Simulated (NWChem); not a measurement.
System: hydrogen sulfide (H2S); SMILES S

The following NWChem deck was run.

```
start job
memory heap 200 mb stack 900 mb global 1100 mb
geometry units angstroms
  S      0.000000     0.000000     0.123128
  H      0.973952     0.000000    -0.827189
  H     -0.973952     0.000000    -0.827189
end
basis spherical
  S library sto-3g
  H library sto-3g
end
dft
  xc hfexch
  iterations 150
end
driver
  maxiter 120
end
task dft optimize
task dft freq
```

Parts of the log:

```
             Northwest Computational Chemistry Package (NWChem) 7.3.0
             --------------------------------------------------------

 C2V symmetry detected

                             Geometry "geometry" -> ""
                             -------------------------

 Output coordinates in angstroms (scale by  1.889725989 to convert to a.u.)

  No.       Tag          Charge          X              Y              Z
 ---- ---------------- ---------- -------------- -------------- --------------
    1 S                   16.0000     0.00000000     0.00000000     0.10559078
    2 H                    1.0000     0.97395200     0.00000000    -0.84472622
    3 H                    1.0000    -0.97395200     0.00000000    -0.84472622

 Effective nuclear repulsion energy (a.u.)      12.7158826559

      Symmetry information
      --------------------

 Group name             C2v
 Group number             16
 Group order               4
 No. of unique centers     2

                                Z-matrix (autoz)
                                --------

 Units are Angstrom for bonds and degrees for angles

      Type          Name      I     J     K     L     M      Value
      ----------- --------  ----- ----- ----- ----- ----- ----------
    1 Stretch                  1     2                       1.36077
    2 Stretch                  1     3                       1.36077
    3 Bend                     2     1     3                91.40741

  xc_inp: hfexch multiplicative factor not found.

                           NWChem Geometry Optimization
                           ----------------------------

 maximum gradient threshold         (gmax) =   0.000450
 rms gradient threshold             (grms) =   0.000300
 maximum cartesian step threshold   (xmax) =   0.001800
 rms cartesian step threshold       (xrms) =   0.001200
 fixed trust radius                (trust) =   0.300000
 source of zmatrix                         =   autoz

          -------------------
          Energy Minimization
          -------------------

 Using diagonal initial Hessian
 Scaling for Hessian diagonals: bonds = 1.00  angles = 0.25  torsions = 0.10

          --------
          Step   0

                                 NWChem DFT Module
                                 -----------------

[...]

      ----------------------
      Optimization converged
      ----------------------

  Step       Energy      Delta E   Gmax     Grms     Xrms     Xmax
  ---- ---------------- -------- -------- -------- -------- --------
@    3    -394.31163003 -1.5D-07  0.00007  0.00006  0.00065  0.00135
                                     ok       ok       ok       ok

                                Z-matrix (autoz)
                                --------

 Units are Angstrom for bonds and degrees for angles

      Type          Name      I     J     K     L     M      Value     Gradient
      ----------- --------  ----- ----- ----- ----- ----- ---------- ----------
    1 Stretch                  1     2                       1.32875    0.00007
    2 Stretch                  1     3                       1.32875    0.00007
    3 Bend                     2     1     3                92.54064    0.00005

                         Geometry "geometry" -> "geometry"
                         ---------------------------------

 Output coordinates in angstroms (scale by  1.889725989 to convert to a.u.)

  No.       Tag          Charge          X              Y              Z
 ---- ---------------- ---------- -------------- -------------- --------------
    1 S                   16.0000     0.00000000     0.00000000     0.08438457
    2 H                    1.0000     0.96016717     0.00000000    -0.83412312
    3 H                    1.0000    -0.96016717     0.00000000    -0.83412312

 Effective nuclear repulsion energy (a.u.)      13.0196239538

      Symmetry information
      --------------------

 Group name             C2v
 Group number             16
 Group order               4
 No. of unique centers     2

[...]

 Rotational Constants
 --------------------
 A=  10.538302 cm-1  ( 15.161927 K)
 B=   9.071754 cm-1  ( 13.051939 K)
 C=   4.875095 cm-1  (  7.014017 K)

 Temperature                      =   298.15K
 frequency scaling parameter      =   1.0000

 Zero-Point correction to Energy  =   11.725 kcal/mol  (  0.018685 au)
 Thermal correction to Energy     =   13.503 kcal/mol  (  0.021519 au)
 Thermal correction to Enthalpy   =   14.096 kcal/mol  (  0.022463 au)

 Total Entropy                    =   49.022 cal/mol-K
   - Translational                =   36.485 cal/mol-K (mol. weight =  33.9877)
   - Rotational                   =   12.529 cal/mol-K (symmetry #  =        2)
   - Vibrational                  =    0.007 cal/mol-K

 Cv (constant volume heat capacity) =    6.010 cal/mol-K
   - Translational                  =    2.979 cal/mol-K
   - Rotational                     =    2.979 cal/mol-K
   - Vibrational                    =    0.051 cal/mol-K

[normal modes left out]

 ----------------------------------------------------------------------------
 Normal Eigenvalue ||           Projected Infra Red Intensities
  Mode   [cm**-1]  || [atomic units] [(debye/angs)**2] [(KM/mol)] [arbitrary]
 ------ ---------- || -------------- ----------------- ---------- -----------
    1       -0.000 ||    0.012764           0.294        12.443      12.235
    2       -0.000 ||    0.000205           0.005         0.200       0.197
    3        0.000 ||    0.001694           0.039         1.652       1.624
    4        0.000 ||    0.013436           0.310        13.098      12.879
    5        0.000 ||    0.013436           0.310        13.098      12.879
    6        0.000 ||    0.000246           0.006         0.240       0.236
    7     1609.632 ||    0.023683           0.546        23.087      22.701
    8     3273.944 ||    0.017689           0.408        17.244      16.956
    9     3321.952 ||    0.010738           0.248        10.468      10.293
 ----------------------------------------------------------------------------
```

Level: Hartree-Fock/STO-3G.
